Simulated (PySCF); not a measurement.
## Magnetisability: `O[C@@H]1[C@H]2[C@H](C)[C@H]21`, C5H8O

Geometry:
| atom | x (Å) | y (Å) | z (Å) |
| --- | --- | --- | --- |
| C1 | -1.652 | 1.201 | 0.349 |
| C2 | -0.531 | 0.229 | 0.605 |
| C3 | -0.171 | -0.760 | -0.454 |
| C4 | 1.222 | -1.045 | -0.036 |
| O5 | 2.048 | -1.538 | -1.028 |
| C6 | 0.749 | 0.372 | -0.147 |
| H7 | -2.627 | 0.755 | 0.599 |
| H8 | -1.536 | 2.108 | 0.962 |
| H9 | -1.681 | 1.507 | -0.708 |
| H10 | -0.464 | -0.112 | 1.653 |
| H11 | -0.678 | -1.030 | -1.379 |
| H12 | 1.401 | -1.469 | 0.970 |
| H13 | 2.958 | -1.398 | -0.751 |
| H14 | 1.113 | 1.173 | -0.788 |

The calculation used GIAO B3LYP/pcSseg-1 magnetisability, rotational g tensor and spin-rotation constants, non-relativistic, gas phase (PySCF 2.14.0). Geometry: PBE0-D3(BJ)/def2-SVP.

(1) What are the magnetisability and the molar susceptibility?

(2) Split it along the inertial axes a, b, c into diamagnetic and paramagnetic parts about the centre of mass, with the quadrupole moment.

(3) And the rotational g tensor?

## Answers

(1) Isotropic -1112 × 10⁻³⁰ J/T², or -66.9 × 10⁻⁶ cm³/mol; principal values -1222, -1133, -979 × 10⁻³⁰ J/T², anisotropy 213 × 10⁻³⁰ J/T² (root of half the summed squared differences of the principal values). The susceptibility is in cgs units.

(2) 
| axis | χ (10⁻⁶ cm³/mol) | diamagnetic (10⁻⁶ cm³/mol) | paramagnetic (10⁻⁶ cm³/mol) | summed x² of all electrons (Å²) | quadrupole Θ (D Å) |
| --- | --- | --- | --- | --- | --- |
| a | -73.4 | -171.9 | 98.5 | 138.5 | +2.00 |
| b | -59.0 | -671.5 | 612.4 | 20.7 | -1.35 |
| c | -68.4 | -675.4 | 607.0 | 19.8 | -0.65 |

Anisotropies 2χaa − χbb − χcc = -19.4 and 2χbb − χaa − χcc = +23.7 × 10⁻⁶ cm³/mol. Θ is traceless in Buckingham's convention.

(3) 
```tsv
axis	rotational constant (GHz)	g	nuclear part	electronic part
a	14.2780	+0.0518	0.7126	-0.6609
b	2.0846	-0.0046	0.5952	-0.5998
c	2.0511	+0.0041	0.5890	-0.5849
```
Asymmetric top; isotopes 12C, 1H, 16O; no vibrational averaging.
